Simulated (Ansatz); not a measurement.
System: cubic perovskite SrTiO₃ (cubic form, which distorts at low temperature). Method: PBE+SOC (plane waves, PAW; Ansatz, an electronic-structure program).

Settings: plane-wave cutoff 520 eV, 10×10×10 k mesh, Fermi–Dirac smearing 0.01 eV, PAW data made under PBE.

The cell has the measured lattice: a = b = c = 3.9050 Å, α = β = γ = 90.00°.

### Question
Estimate the band gap and smallest direct gap on the k points sampled that the calculation returns.

### Answer

band gap: 1.87 eV (indirect)
smallest direct gap on the k points sampled: 2.20 eV

Measured, for comparison: band gap 3.59 eV (zero-point renormalisation of 336 meV (experimental, the table's column) added back here, indirect; inputs from Miglio et al. (2020), arXiv:2011.12765). Computed (rounded) less measured: band gap -1.72 eV.

Note: cell and atoms aren't relaxed at this level (pressure 4.3 GPa).

Computed values are for the static lattice.
